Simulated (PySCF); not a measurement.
`[AlH4-]` (charge -1). Method used: PySCF 2.14.0, PBE0-D3(BJ)/def2-SVP geometry optimisation, gas phase.

```
atom  x, y, z in Å
Al1    0.0035    0.0013   -0.0069
H2     0.6231    1.1907   -0.9693
H3    -1.0845    0.6568    1.0475
H4     1.2267   -0.7150    0.8390
H5    -0.7516   -1.1281   -0.9447
```

(1) Which two atoms are farthest apart?

(2) Work out the bond lengths Al1–H2, Al1–H3, Al1–H4, Al1–H5 in Å.

(3) Where is the centre of mass (commonest isotopes), and what is the radius of gyration?

(4) What is the repulsion energy of the bare nuclei, Σ ZA·ZB/RAB?

(5) What are the angles H2–Al1–H3, H4–Al1–H5, H2–Al1–H4, H3–Al1–H5, H2–Al1–H5, H3–Al1–H4?

Answers

(1) 6 pairs, among them H2···H3, H2···H5 and H3···H4, 2.696 Å down to 2.695 Å.

(2) For Al1–H2 the difference vector is (0.6196, 1.1894, -0.9624) Å, of length 1.6507 Å. Al1–H2 1.651; Al1–H3 1.651; Al1–H4 1.651; Al1–H5 1.651 Å.

(3) Mass 31.013 u; centre at (0.003, 0.001, -0.007) Å; Rg = √(Σ m r²/M) = 0.595 Å. As Ia + Ib + Ic = 2 Σ m r², the three principal moments sum to 22.0 u·Å².

(4) 17.85 Eh over 10 pairs, with full nuclear charges and distances in bohr; the largest single term is 4.17 Eh (Al1 with H2, or a pair equal to it).

(5) From the scalar product of the two bond vectors; for H2–Al1–H3 it is -0.9092 Å² over 1.6507 × 1.6508 Å², cos θ = -0.3337. H2–Al1–H3 109.5°; H4–Al1–H5 109.5°; H2–Al1–H4 109.5°; H3–Al1–H5 109.5°; H2–Al1–H5 109.5°; H3–Al1–H4 109.5°.

PBE0-D3(BJ)/def2-SVP frequencies: not computed here.
